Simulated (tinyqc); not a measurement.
Inside a calculation. Method: Pariser-Parr-Pople SCF with singles CI, for the molecule c1ccoc1 (SMILES; centres numbered as the heavy atoms are written). One step of it, computed by the program tinyqc.

Task: Singles CI, singlets. Over the 6 single excitations with the smallest orbital gaps: A = (e_a - e_i) delta + 2 (ia|jb) - (ij|ab), with (pq|rs) = sum c_mp c_mq gamma_mn c_nr c_ns. f = 2/3 w |mu|^2 in atomic units, mu = sqrt2 sum c_ia sum_m c_mi c_ma R_m.

orbital energies (eV): -16.469873  -11.797726  -10.758577  0.424581  2.240728

coefficients:
```
         MO1        MO2        MO3        MO4        MO5
1C  0.224298   0.595296   0.343896  -0.308682  -0.617871
2C  0.224324   0.595490  -0.343512  -0.308381   0.618038
3C  0.399010   0.143174  -0.617909   0.565906  -0.343848
4O  0.762183  -0.500139  -0.000178  -0.411021   0.000063
5C  0.399046   0.142747   0.618000   0.566063   0.343561
```

repulsion gamma_rs (eV), lower triangle:
```
           1C         2C         3C         4O         5C
1C  11.130000
2C   7.552804  11.130000
3C   5.520570   7.554850  11.130000
4O   5.923873   5.923004   8.700754  21.500000
5C   7.552804   5.518526   5.519866   8.702264  11.130000
```

Centres (angstrom, eV; a flat drawing with bonds scaled to 1.40 angstrom):
```
centre          x          y  core charge z          W   gamma_rr
1C       1.191000   0.000000              1  11.160000  11.130000
2C       0.368000   1.133000              1  11.160000  11.130000
3C      -0.963000   0.700000              1  11.160000  11.130000
4O      -0.963000  -0.700000              2  33.000000  21.500000
5C       0.368000  -1.133000              1  11.160000  11.130000
```

Give: singlet CI matrix; singlet excitation energies; oscillator strengths.

Result:

singlet CI matrix (eV), lower triangle:
```
        3>4     2>4     3>5     2>5     1>4     1>5
3>4   5.693
2>4   0.001   6.957
3>5   0.001   0.904   7.291
2>5  -0.848   0.000   0.000   7.652
1>4   0.000  -0.144  -0.619   0.001  10.069
1>5  -0.122   0.000   0.001  -0.189   0.000  12.186
```

singlet excitation energies (eV): 5.372  6.183  7.898  7.964  10.236  12.195

oscillator strengths: 0.203  0.018  0.921  0.502  0.136  0.033
